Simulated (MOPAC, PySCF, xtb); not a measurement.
Dissociation curve of BeH, doublet.

- GFN1-xTB (xtb)
- UKS-LDA (SVWN5)/6-31G* = PySCF 2.14.0 with unrestricted LDA (SVWN5)/6-31G*, spherical d
- PM6, unrestricted, heats of formation (MOPAC)
- UCCSD(T) = CCSD(T) on UHF/cc-pVTZ in PySCF

Energies relative to the lowest point of each curve near equilibrium, in kcal/mol; the last columns give the difference from UCCSD(T):

```csv
R / Å,GFN1-xTB,UKS-LDA (SVWN5)/6-31G*,PM6,UCCSD(T),GFN1-xTB − UCCSD(T),UKS-LDA (SVWN5)/6-31G* − UCCSD(T),PM6 − UCCSD(T)
1.09,10.6,18.5,19.6,14.9,-4.3,3.6,4.7
1.15,4.7,10.3,10.0,7.8,-3.1,2.6,2.2
1.22,1.1,4.3,3.2,2.7,-1.7,1.6,0.5
1.29,0.0,1.1,0.3,0.4,-0.4,0.7,-0.1
1.33,0.2,0.3,0.0,0.0,0.2,0.3,0.0
1.36,0.6,0.0,0.4,0.1,0.5,-0.1,0.3
1.38,1.0,0.0,0.9,0.2,0.7,-0.2,0.6
1.43,2.3,0.5,2.8,1.2,1.2,-0.7,1.6
1.51,5.3,2.4,7.8,3.7,1.6,-1.3,4.0
1.57,8.1,4.5,12.6,6.3,1.9,-1.7,6.3
1.67,13.4,9.0,21.7,11.2,2.1,-2.2,10.5
1.85,23.4,18.4,37.5,21.1,2.3,-2.7,16.4
2.05,34.3,29.0,48.5,31.6,2.7,-2.6,16.9
2.23,43.3,37.5,53.7,39.2,4.1,-1.7,14.5
2.45,53.0,45.6,56.6,45.2,7.8,0.4,11.4
2.73,62.4,52.3,58.1,48.5,13.9,3.8,9.6
2.98,68.2,55.7,58.6,49.4,18.7,6.3,9.2
3.30,72.7,58.1,59.2,49.7,23.1,8.4,9.5
3.69,75.7,59.4,59.2,49.7,26.0,9.7,9.5
4.11,77.4,60.1,59.2,49.7,27.7,10.4,9.5
4.72,78.6,60.5,59.2,49.7,28.9,10.8,9.5
```

GFN1-xTB is furthest from UCCSD(T) at 4.72 (28.9 kcal/mol, above); its mean absolute difference over the points is 8.2 kcal/mol.

UKS-LDA (SVWN5)/6-31G* is furthest from UCCSD(T) at 4.72 (10.8 kcal/mol, above); its mean absolute difference over the points is 3.4 kcal/mol.

PM6 is furthest from UCCSD(T) at 2.05 (16.9 kcal/mol, above); its mean absolute difference over the points is 7.0 kcal/mol.

The scan ran from 1.09 to 5.41 Å; beyond the distances shown one of the unrestricted levels run for this scan, shown here or not, changes its spin distribution in one step. The unrestricted determinant behind UCCSD(T) is spin-contaminated at 2.05 to 4.72 Å (<S²> up to 1.0, against 0.75 for a pure doublet).
